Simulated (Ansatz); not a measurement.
Ansatz (a quantum-chemistry and plane-wave program) input (RI-MP2/aug-cc-pV(Q+d)Z):
A basis named .json is the Basis Set Exchange file of that set.

Ansatz 0.2 input:
```yaml
crystal:
  periodic: [false, false, false]
  atoms:
    - {symbol: Si, position_ang: [-0.00000000, 0.00000000, -0.00000000]}
    - {symbol: F, position_ang: [0.90266225, 0.93537042, 0.87570553]}
    - {symbol: F, position_ang: [-0.88062488, -0.89967856, 0.93362490]}
    - {symbol: F, position_ang: [-0.92886782, 0.87391074, -0.91107724]}
    - {symbol: F, position_ang: [0.90683044, -0.90960260, -0.89825319]}
basis:
  gaussian:
    orbitals: aug-cc-pV_Q+d_Z.json
    fitting: {mean_field: def2-universal-jkfit, correlation: aug-cc-pVQZ-RIFIT.json}
magnetization: {spin_polarized: true, initial_magnetization: 2}
correlation: {method: mp2, electrons: outside_noble_gas}
```

Output:

```
Functional definition: HF
integrals: 0.76 GiB planned
436 factors; integrals over basis functions are off by at most 1.4e0 eV
mean field: 1.65 GiB planned
mean field evaluation 1: about -18683.9275 eV, gradient 2.5e1 eV
mean field evaluation 2: about -18685.7238 eV, gradient 1.5e1 eV
mean field evaluation 4: about -18686.8143 eV, gradient 2.8e0 eV
mean field evaluation 8: about -18687.2947 eV, gradient 7.0e-1 eV
mean field evaluation 16: about -18687.3358 eV, gradient 3.6e-3 eV
mean field evaluation 32: about -18687.3058 eV, gradient 1.2e0 eV
mean field evaluation 64: about -18688.3242 eV, gradient 4.9e0 eV
mean field evaluation 96: about -18688.5135 eV, gradient 7.7e-4 eV
mean field evaluation 128: about -18688.2691 eV, gradient 4.2e0 eV
mean field evaluation 160: about -18686.3948 eV, gradient 1.8e0 eV
mean field -18688.51348945 eV, -686.7902032079 hartree, gradient 5.7e-10 eV, S^2 2.004769; 15 other end points of the search recorded, 0 dependent functions left out
9 core orbitals not correlated
866 factors; their error is unknown
reference -18688.51348945 eV, -686.7902032079 hartree; 17, 15 occupied and 383, 385 virtual orbitals, 866 factors
second order -32.13931649 eV of doubles, -0.00000000 eV of singles
Total energy: -18720.65280594 eV, -687.9713013039 hartree
```

This state (charge 0, triplet) is run at the relaxed geometry of the species with charge 0 and multiplicity 1, and is a spin state other than that species' own.
